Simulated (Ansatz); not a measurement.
Species: CHN, charge 1, doublet. CHN+ (parent SMILES [C-]#[NH+], doublet).
B3LYP-D3(BJ)/def2-TZVP minimum from Ansatz (a program for electronic structure):
```
N
C 1 1.1307
H 1 1.0211 2 180.00
```
Charge +1, spin multiplicity 2.

Total energies in aug-cc-pVDZ, 9 correlated electrons, 2 frozen orbitals. UHF or UKS for unpaired electrons; spin-orbit terms are left out. Correlated methods leave the cores frozen. No relativity. The UHF reference of CHN+ (parent SMILES [C-]#[NH+], doublet) is spin-contaminated (<S^2> up to 0.28 over the pure value in the sets run). The spin of CHN+ (parent SMILES [C-]#[NH+], doublet) was assumed, and the state is the lowest solution found for it.

| method | program | energy (Eh) | minus CCSDT(Q) (mEh) |
|---|---|---|---|
| HF | Ansatz | -92.47701 | 270.13 |
| MP2 | Ansatz | -92.70560 | 41.55 |
| CCSD | Ansatz | -92.73416 | 12.98 |
| CCSD(T) | Ansatz | -92.74451 | 2.63 |
| CCSDT(Q) | Ansatz | -92.74714 | 0.00 |

Rough core times of Ansatz's runs on a shared machine: CCSD(T) under 20 s, CCSDT(Q) 80 s.
